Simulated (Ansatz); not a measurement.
**MgSiP₂ (I-42d, No. 122, 8 atoms in the cell)**

Method: LDA (Ansatz, a quantum-chemistry and plane-wave program, PAW).

Numerical settings: plane-wave cutoff 520 eV, 8×8×8 k mesh, perturbation theory, scalar-relativistic PAW data made under PBE.

Cell (relaxed at this level):

```yaml
crystal:
  lattice:
    - [-2.83989, 2.83989, 5.02604]
    - [2.83989, -2.83989, 5.02604]
    - [2.83989, 2.83989, -5.02604]
  atoms:
    - { symbol: Mg, position: [0.00000, 0.00000, 0.00000] }
    - { symbol: Mg, position: [0.75000, 0.25000, 0.50000] }
    - { symbol: Si, position: [0.50000, 0.50000, 0.00000] }
    - { symbol: Si, position: [0.25000, 0.75000, 0.50000] }
    - { symbol: P, position: [0.87500, 0.83361, 0.45861] }
    - { symbol: P, position: [0.16639, 0.62500, 0.04139] }
    - { symbol: P, position: [0.37500, 0.41639, 0.54139] }
    - { symbol: P, position: [0.58361, 0.12500, 0.95861] }
```

```json
{
  "high-frequency dielectric constant (mean over three axes)": "8.93",
  "static dielectric constant (mean over three axes)": "11.3"
}
```

Note: the relaxation could not lower the start's symmetry, so the cell can be a saddle point above a distorted one.

It cost about 2.2 core-hours (a rough figure) of CPU time.
